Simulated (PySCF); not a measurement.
Trends in electronic spectra. Computed, not measured: PySCF 2.14.0, density-fitted response routines, TDDFT CAM-B3LYP/def2-SVPD, vertical, gas phase, core orbitals frozen in the response. Geometries: PBE0-D3(BJ)/def2-SVP; one conformer of each isolated species. Triplets are in the Tamm–Dancoff approximation. 'Strongest' means the level of largest summed f among the lowest 10 singlets; it needn't be the same kind of state in each. Atoms past krypton carry core potentials; spin–orbit coupling is left out.

Task: Rank by computed HOMO energy, highest first.
A. `NC(=O)CCCl`
B. `C=CCl`
C. `C=CN1CCN[SiH2]1`
D. `C#C[BH2-][PH3+]`
E. `CC[CH2][In]([CH2]C)[CH2]C`
F. `C[N](C)[Zr]([Cl])([Cl])[Cl]`

Result: C (-7.10 eV), E (-7.72 eV), D (-8.43 eV), F (-8.80 eV), B (-8.95 eV), A (-9.24 eV).

| SMILES | HOMO (eV) | strongest (eV) | α (au) | f (S1) | LUMO (eV) | S1 mainly |
| --- | --- | --- | --- | --- | --- | --- |
| C=CN1CCN[SiH2]1 | -7.10 | 6.26 | 89.8 | 0.001 | 0.97 | H→L (68%) |
| CC[CH2][In]([CH2]C)[CH2]C | -7.72 | 5.60 | 126.3 | 0.001 | -0.14 | H→L (97%) |
| C#C[BH2-][PH3+] | -8.43 | 7.72 | 67.7 | 0.000 | 0.67 | H→L+1 (46%) |
| C[N](C)[Zr]([Cl])([Cl])[Cl] | -8.80 | 5.88 | 116.8 | 0.003 | -1.02 | H→L (95%) |
| C=CCl | -8.95 | 6.85 | 40.3 | 0.293 | 0.77 | H→L (96%) |
| NC(=O)CCCl | -9.24 | 7.67 | 62.9 | 0.000 | 0.95 | H→L+1 (82%) |

H and L stand for HOMO and LUMO.
